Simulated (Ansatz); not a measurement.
A run of Ansatz (development build ahead of 0.2.0) on singlet H2ClO(-) at this shape:

```
atom    x (Å)    y (Å)    z (Å)
   O  -0.0489  -0.3515  -1.9079
   H  -0.0296  -0.4641  -0.9441
  Cl   0.0245   0.1938   1.0729
   H   0.0317   0.5844  -1.9551
```

Its results:

```json
{
 "Converged": "yes",
 "Total energy": "-535.59189 hartree",
 "Spin squared of the determinant": "0.000"
}
```

**Question.** Which input gives this output? Name the method, the orbitals and the basis set, and write the input.

**Answer.** RHF in cc-pVDZ. An unrestricted run that stays on the closed shell gives the same numbers.

```yaml
crystal:
  periodic: [false, false, false]
  atoms:
    - { symbol: O, position_ang: [-0.04891, -0.35149, -1.90789] }
    - { symbol: H, position_ang: [-0.02958, -0.46412, -0.94407] }
    - { symbol: Cl, position_ang: [0.02446, 0.19383, 1.07293] }
    - { symbol: H, position_ang: [0.03169, 0.58439, -1.95511] }
basis:
  gaussian: { orbitals: cc-pVDZ }
total_charge: -1
hamiltonian:
  xc: hf
```

Caution: no diffuse functions for an anion.
